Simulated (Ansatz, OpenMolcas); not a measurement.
**PH2 (SMILES [PH2]): methods side by side**

PH2 has 3 atoms, charge 0, and is taken as a doublet. As SMILES, `[PH2]`. Geometry: relaxed at GFN2-xTB.

```csv
atom,x (Å),y (Å),z (Å)
P,0.5145,-0.3028,0.2527
H,0.1115,1.0274,0.1724
H,-0.6260,-0.7246,-0.4251
```

Each level gives the energy change with the P1–H3 bond stretched from 1.392 to 3.480 Å (eV). The values are calculated.

| level | kind | program | value (eV) | less FCI/3-21G | CPU time (all runs) |
| --- | --- | --- | --- | --- | --- |
| UBLYP/3-21G | GGA | Ansatz | 3.09 | +0.59 | 3.8 s |
| UPBE/3-21G | GGA | Ansatz | 3.06 | +0.56 | 4.2 s |
| U-r2SCAN/3-21G | meta-GGA | Ansatz | 3.02 | +0.52 | 11 s |
| UBHLYP/3-21G | global hybrid | Ansatz | 2.97 | +0.47 | 4 s |
| UB2PLYP/3-21G | double hybrid | Ansatz | 2.86 | +0.36 | 4.8 s |
| CASPT2(7,6)/3-21G | multireference | OpenMolcas | 2.48 | -0.02 | 5.4 s |
| UCCSDTQ/3-21G | coupled cluster or CI | Ansatz | 2.50 | 0.00 | 26 s |
| FCI/3-21G | exact in the basis | OpenMolcas | 2.50 | 0.00 | 7.1 s |

FCI/3-21G is exact within its basis and frozen core, so for wave-function methods in that basis the difference is their error; functionals converge differently with the basis, so for them it is only a difference. The first shape isn't each level's own minimum. The values span 2.48 to 3.09 eV. Spin contamination of the reference (⟨S²⟩ at least 0.1 too high) touches UBLYP/3-21G, UPBE/3-21G, U-r2SCAN/3-21G, UBHLYP/3-21G, UB2PLYP/3-21G, UCCSDTQ/3-21G. All rows use very small basis sets, so none should be taken for the real molecule's value. CPU times are rough (shared hosts, several kinds of processor): they show what a rung costs within a factor of a few.
